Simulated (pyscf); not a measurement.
6 gas-phase steps of one pattern: four-centre exchange on the singlet surface, Cl–H + Se–Zn or Cl–H + S–Zn or F–H + O–Zn broken and Cl–Zn + H–S or Cl–Zn + H–Se or F–Zn + H–O formed. Single points on ωB97X-D3(BJ)/def2-SVP structures (PySCF, gas phase). Electronic energies in kcal/mol, between the relaxed ends of the descent from the saddle (adducts or complexes of the species named), with the reactant end as zero; ΔE‡ and ΔE at ωB97X-D3(BJ)/def2-TZVP. Rows were drawn at random from the steps of this pattern with a verified saddle, stable references and a bound adduct at one end at least.

| row | step | ΔE | ΔE‡ |
|---|---|---|---|
| 1 | HCl (SMILES Cl) + HS–Zn–Cl (SMILES [SH][Zn][Cl]) -> Cl–Zn–Cl (SMILES [Cl][Zn][Cl]) + H₂S (SMILES S) | -15.5 | 4.4 |
| 2 | HS–Zn–SH (SMILES [SH][Zn][SH]) + HCl (SMILES Cl) → H₂S (SMILES S) + HS–Zn–Cl (SMILES [SH][Zn][Cl]) | -15.2 | ? |
| 3 | HO–Zn–SH (SMILES [OH][Zn][SH]) + HCl (SMILES Cl) → HO–Zn–Cl (SMILES [OH][Zn][Cl]) + H₂S (SMILES S) | -12.7 | 5.0 |
| 4 | HCl (SMILES Cl) + Cl–Zn–SeH (SMILES [Cl][Zn][SeH]) -> Cl–Zn–Cl (SMILES [Cl][Zn][Cl]) + H₂Se (SMILES [SeH2]) | -10.9 | 6.1 |
| 5 | HO–Zn–SeH (SMILES [OH][Zn][SeH]) + HCl (SMILES Cl) → HO–Zn–Cl (SMILES [OH][Zn][Cl]) + H₂Se (SMILES [SeH2]) | -7.8 | 6.8 |
| 6 | H₃Si–O–ZnH (SMILES [SiH3][O][ZnH]) + HF (SMILES F) → F–ZnH (SMILES [F][ZnH]) + HO–SiH₃ (SMILES O[SiH3]) | -4.5 | 2.2 |

Task: Fit ΔE‡ = a + b·ΔE to the other rows and predict row 2.

Result: Over the 5 complete rows the means are -10.3 (ΔE) and 4.9 (ΔE‡); least squares gives b = -0.13 and a = 3.6 kcal/mol, with residuals of 1.5 kcal/mol (root mean square; largest 2.2, row 5). For row 2: 3.6 + -0.13 × (-15.2) = 5.6 kcal/mol. The computed barrier is 3.5 kcal/mol, 2.1 under the line. The scatter is large against the spread of the barriers, so the line says little here. Each barrier is that of the saddle found. Elements up to Kr have no core potential and no relativistic terms here.
